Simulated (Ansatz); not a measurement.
in.yaml

```yaml
crystal:
  periodic: [false, false, false]
  atoms:
    - {symbol: Hf, position_ang: [0.000000, 0.000000, 1.766977]}
    - {symbol: N, position_ang: [0.000000, 0.000000, -0.209571]}
    - {symbol: N, position_ang: [0.000000, 0.000000, -1.557406]}
basis:
  gaussian: {orbitals: def2-SVP}
total_charge: 1
magnetization: {spin_polarized: true, initial_magnetization: 3}
hamiltonian: {xc: {name: B2PLYP}}
correlation: {electrons: outside_noble_gas}
```

```sh
$ ansatz run in.yaml --threads 1 --pin off --events-out ev --progress --plain --max-ram 4096MiB --backend cpu
```

Log:

```
608 factors; integrals over basis functions are off by at most 1.1e-3 eV
mean field evaluation 1: about -4239.7321 eV, gradient 5.5e1 eV
mean field evaluation 2: about -4239.8601 eV, gradient 5.5e1 eV
mean field evaluation 4: about -4257.6713 eV, gradient 2.5e1 eV
mean field evaluation 8: about -4261.8044 eV, gradient 1.3e0 eV
mean field evaluation 16: about -4261.8835 eV, gradient 3.9e-3 eV
mean field evaluation 32: about -4261.8835 eV, gradient 8.7e-6 eV
mean field evaluation 64: about -4214.9149 eV, gradient 3.9e1 eV
mean field -4261.88345723 eV, -156.6213282449 hartree, gradient 3.2e-6 eV, S^2 4.065143; 6 other end points of the search recorded, 0 dependent functions left out
6 core orbitals not correlated: weight in the atoms' cores, before any rotation towards them, 0.991 or more for the frozen orbitals, at most 0.004 for the correlated occupied ones
reference -4261.88358491 eV, -156.6213329370 hartree; 8, 5 occupied and 46, 49 virtual orbitals, 608 factors
second order -11.78959769 eV of doubles, -0.00000000 eV of singles
Total energy: -4265.06677629 eV, -156.7383130624 hartree
```

Ran on 1 thread of AMD EPYC 7R13, shared host: 7 s wall, 0.24 GiB peak host memory.
